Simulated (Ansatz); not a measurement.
# [BF2]+ (SMILES F[B+]F): levels of theory compared

We compute a comparison of 6 runs (HF/STO-3G, HF/def2-SVP, PBE0/pcseg-1, B3LYP/6-31G*, CAM-B3LYP/def2-SVPD, CCSD(T)/pcseg-2) of [BF2]+. 

The results are computed with Ansatz 0.2.0.

7 further runs of the same task are left out: 2 for a known fault of the program, 1 that didn't finish, 4 set aside as unsound or not needed. Runs told in other sessions of the task aren't counted.

## Step 1: The system as given

[BF2]+ has 3 atoms, charge +1, and is taken as a singlet. SMILES: `F[B+]F`. The coordinates come from a PBE0-D4/def2-TZVP relaxation.

Bond lengths: F1–B2 1.226 Å, B2–F3 1.226 Å. Angles: F1–B2–F3 180.0°.

## Step 2: Energy and forces at HF/STO-3G (run 1)

input.yaml

```yaml
crystal:
  periodic: [false, false, false]
  atoms:
    - symbol: F
      position_ang: [0.329710, 1.140520, 0.307700]
    - symbol: B
      position_ang: [0.000000, -0.000000, 0.000000]
    - symbol: F
      position_ang: [-0.329720, -1.140520, -0.307700]
basis:
  gaussian: {orbitals: STO-3G}
hamiltonian: {xc: hf}
total_charge: 1
output: {forces: true, orbitals: {seedname: orbitals}}
accuracy: high
```

The run is started by

```bash
ansatz run input.yaml --threads 1 --pin off --max-ram 3480MiB --events-out events.jsonl --progress --plain --runs-dir runs
```

Log:

```text
Warning: RAYON_NUM_THREADS=1 ignored (pool sized by the plan → 1); use --threads N
Functional definition: HF
  name "HF"
  exchange = exact_x
  correlation = 0
245 factors; integrals over basis functions are off by at most 3.1e-8 eV
mean field evaluation 1: about -5989.9997 eV, gradient 3.4e1 eV
mean field evaluation 2: about -5990.0193 eV, gradient 3.4e1 eV
mean field evaluation 4: about -5993.9338 eV, gradient 8.8e-1 eV
mean field evaluation 8: about -5993.9336 eV, gradient 1.1e-5 eV
mean field -5993.93364324 eV, -220.2729985550 hartree, gradient 1.3e-8 eV, S^2 0.000000; 0 other end points of the search recorded, 0 dependent functions left out
the calculation of the forces begins
reference -5993.93364324 eV, -220.2729985550 hartree; 11, 11 occupied and 4, 4 virtual orbitals, 245 factors
Total energy: -5993.93364324 eV, -220.2729985550 hartree
Atom 0 at     0.329710     1.140520     0.307700 Å, force     0.341490     1.181221     0.318681 eV/Å
Atom 1 at     0.000000    -0.000000     0.000000 Å, force    -0.000016     0.000004     0.000001 eV/Å
Atom 2 at    -0.329720    -1.140520    -0.307700 Å, force    -0.341474    -1.181225    -0.318682 eV/Å
Dipole moment:     0.000005    -0.000001    -0.000000 e Å
```

It took 0.13 s on 1 thread of Arm Neoverse V1, shared host.

## Step 3: Energy and forces at HF/def2-SVP (run 2)

molecule.yaml

```yaml
crystal:
  periodic: [false, false, false]
  atoms:
    - {symbol: F, position_ang: [0.329710, 1.140520, 0.307700]}
    - {symbol: B, position_ang: [0.000000, -0.000000, 0.000000]}
    - {symbol: F, position_ang: [-0.329720, -1.140520, -0.307700]}
basis:
  gaussian:
    orbitals: def2-SVP
total_charge: 1
hamiltonian:
  xc: hf
accuracy: high
output: {forces: true, orbitals: {seedname: orbitals}}
```

The run is started by

```bash
ansatz run molecule.yaml --threads 1 --pin off --max-ram 3480MiB --events-out events.jsonl --progress --plain --runs-dir runs
```

Log, shortened:

```text
Warning: RAYON_NUM_THREADS=1 ignored (pool sized by the plan → 1); use --threads N
Functional definition: HF
  name "HF"
[...]
785 factors; integrals over basis functions are off by at most 3.0e-9 eV
[...]
mean field -6071.58186182 eV, -223.1265179558 hartree, gradient 1.2e-8 eV, S^2 0.000000; 0 other end points of the search recorded, 0 dependent functions left out
[...]
reference -6071.58186182 eV, -223.1265179558 hartree; 11, 11 occupied and 31, 31 virtual orbitals, 785 factors
Total energy: -6071.58186182 eV, -223.1265179558 hartree
Atom 0 at     0.329710     1.140520     0.307700 Å, force    -0.291715    -1.009147    -0.272257 eV/Å
Atom 1 at     0.000000    -0.000000     0.000000 Å, force    -0.000039     0.000010     0.000003 eV/Å
Atom 2 at    -0.329720    -1.140520    -0.307700 Å, force     0.291754     1.009137     0.272254 eV/Å
Dipole moment:     0.000006    -0.000002    -0.000000 e Å
```

Wall time 0.47 s (1 thread of Arm Neoverse V1, shared host).

Run 3 isn't shown in full; the table further down has it.

## Step 4: Energy and gradient at B3LYP/6-31G(d) (Cartesian functions) (run 4)

molecule.yaml, as its differences from that of step 3:

```diff
@@ -7,7 +7,5 @@
 basis:
-  gaussian:
-    orbitals: def2-SVP
+  gaussian: {orbitals: "6-31G*"}
 total_charge: 1
-hamiltonian:
-  xc: hf
+hamiltonian: {xc: {name: B3LYP}}
 accuracy: high
```

The run is started by

```bash
ansatz run molecule.yaml --threads 1 --pin off --max-ram 3480MiB --events-out events.jsonl --progress --plain --runs-dir runs
```

Log, shortened:

```text
Warning: RAYON_NUM_THREADS=1 ignored (pool sized by the plan → 1); use --threads N
Functional definition: B3LYP
  name "B3LYP"
[...]
794 factors; integrals over basis functions are off by at most 2.7e-9 eV
[...]
mean field -6102.15366226 eV, -224.2500108999 hartree, gradient 3.2e-9 eV, S^2 0.000000; 0 other end points of the search recorded, 0 dependent functions left out
[...]
reference -6102.15368222 eV, -224.2500116332 hartree; 11, 11 occupied and 34, 34 virtual orbitals, 794 factors
Total energy: -6102.15368222 eV, -224.2500116332 hartree
Atom 0 at     0.329710     1.140520     0.307700 Å, force     0.147418     0.509893     0.137564 eV/Å
Atom 1 at     0.000000    -0.000000     0.000000 Å, force    -0.000022     0.000006     0.000002 eV/Å
Atom 2 at    -0.329720    -1.140520    -0.307700 Å, force    -0.147396    -0.509899    -0.137565 eV/Å
Dipole moment:     0.000005    -0.000001    -0.000000 e Å
```

Run time: 1.8 s. Hardware: 1 thread of Arm Neoverse V1, shared host; peak memory 0.1 GiB.

Run 5 isn't shown in full; the table further down has it.

## Step 5: Energy and gradient at CCSD(T)/pcseg-2 (run 6)

input.yaml

```yaml
crystal:
  periodic: [false, false, false]
  atoms:
    - {symbol: F, position_ang: [0.329710, 1.140520, 0.307700]}
    - {symbol: B, position_ang: [0.000000, -0.000000, 0.000000]}
    - {symbol: F, position_ang: [-0.329720, -1.140520, -0.307700]}
basis:
  gaussian: {orbitals: pcseg-2}
total_charge: 1
correlation: {method: ccsd_t, frozen_orbitals: {B: 1, F: 1}}
accuracy: high
scf: {omitted_lower_state_checks: [cluster_reference, increment]}
output: {forces: true, orbitals: {seedname: orbitals}}
```

The run is started by

```bash
ansatz run input.yaml --threads 1 --pin off --max-ram 3480MiB --events-out events.jsonl --progress --plain --runs-dir runs
```

Log, shortened:

```text
Warning: RAYON_NUM_THREADS=1 ignored (pool sized by the plan → 1); use --threads N
Functional definition: HF
  name "HF"
[...]
1365 factors; integrals over basis functions are off by at most 3.5e-9 eV
[...]
mean field -6079.09338863 eV, -223.4025614746 hartree, gradient 6.9e-9 eV, S^2 0.000000; 0 other end points of the search recorded, 0 dependent functions left out
3 core orbitals not correlated: weight in the atoms' cores, before any rotation towards them, 1.000 or more for the frozen orbitals, at most 0.000 for the correlated occupied ones
reference -6079.09338863 eV, -223.4025614746 hartree; 8, 8 occupied and 79, 79 virtual orbitals, 1365 factors
second order -14.95115543 eV of doubles, -0.00000000 eV of singles
cycle   1  -14.58614956 eV  change    3.7e-1 eV  update   9.0e-2
[...]
cycle  18  -14.96204148 eV  change  -1.4e-10 eV  update  7.0e-10
perturbative correction -0.45616134 eV, -0.0167636202 hartree
[...]
Total energy: -6094.51159145 eV, -223.9691699776 hartree
Atom 0 at     0.329710     1.140520     0.307700 Å, force     0.024313     0.084045     0.022675 eV/Å
Atom 1 at     0.000000    -0.000000     0.000000 Å, force    -0.000030     0.000008     0.000002 eV/Å
Atom 2 at    -0.329720    -1.140520    -0.307700 Å, force    -0.024283    -0.084053    -0.022677 eV/Å
Dipole moment:     0.000005    -0.000001    -0.000000 e Å
Checks for a lower state left out: cluster_reference, increment
```

It took 59 s on 1 thread of Arm Neoverse V1, shared host; peak memory 0.69 GiB.

## Step 6: All runs side by side

| run | level | Cartesian functions | frozen core orbitals | energy (Eh) | HOMO energy (eV) | LUMO energy (eV) | HOMO–LUMO gap (eV) | wall time |
| --- | --- | --- | --- | --- | --- | --- | --- | --- |
| 1 | HF/STO-3G | no | – | -220.272999 | -24.91 | -1.71 | 23.19 | 0.13 s |
| 2 | HF/def2-SVP | no | – | -223.126518 | -28.46 | -4.73 | 23.73 | 0.47 s |
| 3 | PBE0/pcseg-1 | no | – | -223.971915 | -22.91 | -8.50 | 14.41 | 1.8 s |
| 4 | B3LYP/6-31G* (Cartesian functions) | yes | – | -224.250012 | -22.16 | -8.50 | 13.66 | 1.8 s |
| 5 | CAM-B3LYP/def2-SVPD | no | – | -224.023440 | -24.43 | -7.53 | 16.91 | 3.6 s |
| 6 | CCSD(T)/pcseg-2 | no | 3 | -223.969170 | -28.27 | -5.03 | 23.24 | 59 s |

## Step 7: Results

| quantity | value |
| --- | --- |
| run 6: total energy | -223.96917 Eh |
| run 6: HOMO energy (Hartree–Fock orbitals) | -28.27 eV |
| run 6: LUMO energy (Hartree–Fock orbitals) | -5.03 eV |
| run 6: HOMO–LUMO gap (Hartree–Fock orbitals) | 23.24 eV |
| run 6: correlation energy (3 core orbitals frozen) | -566.6 mEh |
| run 6: (T) correction | -16.76 mEh |
| run 6: T1 diagnostic | 0.016 |
| run 6: largest force on an atom | 0.090 eV/Å |

What this shows: Over runs 1, 2, 3, 4, 5 the HOMO–LUMO gap runs from 13.66 eV (B3LYP/6-31G*) to 23.73 eV (HF/def2-SVP). The two ends differ in method and basis. Totals of different functionals can't be ranked against each other. In run 1 the basis is minimal, so the values are rough. All runs together took 66 s, the longest 59 s.
